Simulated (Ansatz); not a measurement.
`C=CC(O)(F)F` from Hartree–Fock to CCSD(T)

Cartesian coordinates in Å:
```
C 1.3042 0.1841 0.9015
C 0.1179 -0.3702 0.7311
C -0.7444 -0.1356 -0.4632
O -0.1838 0.7089 -1.3535
F -1.0349 -1.3293 -1.0637
F -1.9634 0.3394 -0.0653
H 1.7223 0.8562 0.1622
H 1.8910 -0.0206 1.7886
H -0.3189 -1.0452 1.4586
H -0.7900 0.8124 -2.0962
```

Charge 0, multiplicity 1. The structure was optimised at the PBE0-D4/def2-TZVP level. It is one conformer, not always the lowest. Frozen core, restricted reference, Ansatz 0.2.0. CBS rows extrapolate triple and quadruple zeta; past MP2 they add the triple-zeta difference.

```
     basis     HF (Eh)  MP2 corr.
def2-TZVPP  -389.83309   -1.21288
def2-QZVPP  -389.85002   -1.31243
```

(1) Estimate the CCSD correlation energy and the (T) correction in each basis where they were run (hartree).

Results:

(1) 
```json
{"basis": "def2-TZVPP", "CCSD corr.": "-1.23564", "(T)": "-0.04597"}
{"basis": "CBS(def2)", "CCSD corr.": "-1.40893", "(T)": "as TZ"}
```
